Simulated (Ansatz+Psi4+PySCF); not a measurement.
```xyz
3

O     0.0000    0.0000   -1.6992
C     0.0000    0.0000   -0.5205
S     0.0000    0.0000    1.0448
```

Basis set: cc-pVTZ on C, O; cc-pV(T+d)Z on S (spherical functions). Correlated methods keep 7 orbitals frozen. Charge 0, multiplicity 1.

Computed with Ansatz (development build ahead of 0.2.0) and Psi4 1.11; each method stands on the lowest determinant of its kind that the runs found. Restricted open shells among the atoms or ions are ROHF, correlated in semicanonical orbitals with singles.

**Question.** Give the vertical ionization energy (product with multiplicity 2 at the same shape, open shells in the same class of orbitals) of singlet COS by RHF-CCSD(T), RHF-CCSD, RHF-MP2, RHF.

**Answer.**

| method | ionization energy |
| --- | --- |
| RHF-CCSD(T) | 11.17 eV |
| RHF-CCSD | 11.11 eV |
| RHF-MP2 | 11.26 eV |
| RHF | 10.50 eV |
